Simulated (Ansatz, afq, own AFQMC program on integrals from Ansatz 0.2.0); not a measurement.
Integrals from Ansatz 0.2.0, then the random walk in our own AFQMC program (afq).

```yaml
crystal:
  periodic: [false, false, false]
  atoms:
    - {symbol: O, position_ang: [0.053909, -0.002347, 0.000000]}
    - {symbol: H, position_ang: [-0.277338, 0.934360, 0.000002]}
    - {symbol: H, position_ang: [-0.289188, -0.448554, 0.883737]}
    - {symbol: H, position_ang: [-0.289189, -0.448551, -0.883738]}
basis:
  gaussian: {orbitals: "6-31++G**"}
total_charge: -1
magnetization: {spin_polarized: true, initial_magnetization: 2}
correlation: {method: ccsd_t, electrons: outside_noble_gas, hamiltonian_folder: ham}
```

```sh
$ ansatz run in.yaml --threads 1 --pin off --events-out ev --progress --plain --max-ram 1382MiB
```

afq runs on the folder ham with

```
--method phaseless --trial cisd --walkers 60 --populations 1 --least-time 40 --time-step 0.005 --steps-per-block 50 --equilibration-blocks 28 --max-blocks 300 --target-error 0.00038 --factor-cut 1e-05 --start spin_pure --seed 813 --release-times 0.24,0.51,0.99,1.62,2.4 --release-step 0.03 --release-every 4 --taylor-order 6
```

Times are imaginary, in 1/Eh. The walk had a cap of 1086 s.

Log:

```
orbitals 36  electrons 6 4  factors 281 of 352
reference energy -76.44991079 Eh
CCSD correlation -0.22800553 Eh in 10 cycles, weight of the determinant in the CISD state 0.9274
energy of the start -76.677895 Eh
 block  time / (1/Eh)  mean weight  energy / Eh
     1     0.250  0.9959  -76.679137
     2     0.500  1.0015  -76.678016
     3     0.750  0.9997  -76.677513
     4     1.000  0.9991  -76.678582
     5     1.250  0.9983  -76.677644
     8     2.000  0.9990  -76.685705
    17     4.250  0.9996  -76.679867
    41    10.250  1.0000  -76.680046
    65    16.250  1.0008  -76.685510
    89    22.250  0.9976  -76.685873
    97    24.250  0.9997  -76.705314
   113    28.250  1.0000  -76.683858
   137    34.250  0.9999  -76.693437
   161    40.250  0.9998  -76.682302
   185    46.250  0.9962  -76.692859
   209    52.250  0.9986  -76.680791
   233    58.250  1.0008  -76.682011
   257    64.250  1.0019  -76.684107
   265    66.250  1.0002  -76.678659
   281    70.250  1.0005  -76.685052
   305    76.250  0.9979  -76.679841
   321    80.250  0.9976  -76.682644
blocks merged  error / Eh  count
     1  0.000295  300
     2  0.000341  150
     4  0.000398  75
     8  0.000446  37
    16  0.000377  18
    32  0.000228  9
released: time / (1/Eh)  energy / Eh  error  mean overlap
  0.24  -76.683789  0.000302  1.0063
  0.51  -76.683382  0.000282  1.0077
  0.99  -76.683225  0.000445  1.0108
  1.62  -76.683243  0.000397  1.0023
  2.40  -76.683543  0.000501  0.9948
energy -76.684524 +/- 0.000446 Eh
(rows thinned)
```

The run passed its tests (sampling time, drift between the halves within three errors, error under three times the target), which doesn't prove that it has relaxed.

Against this walk (error 12.1 meV) on the same determinant: CCSD(T) 52.0 meV higher, CCSDT(Q) 27.8 meV higher. The error is statistical and leaves out the bias of the constraint. Released to 2.40 1/Eh the energy moves by 27 ± 18 meV (both errors), within twice the noise.

Cautions: constraint bias not in the error; error above the target (12.1 against 10.3 meV); lower spins were not checked.

The walk took 5.1 min on 1 thread of Arm Neoverse V2, with other jobs on the host. The log's last line is the phaseless energy.

CCSDT and higher add their correlation energy to the determinant of the CCSD(T) run, since their own runs factorise the integrals more tightly (a shift of under 2 meV). A walk keeps the symmetry of its determinant, which the program's search chose and which needn't be the lowest solution, so a lower state of the same spin and another symmetry isn't excluded.
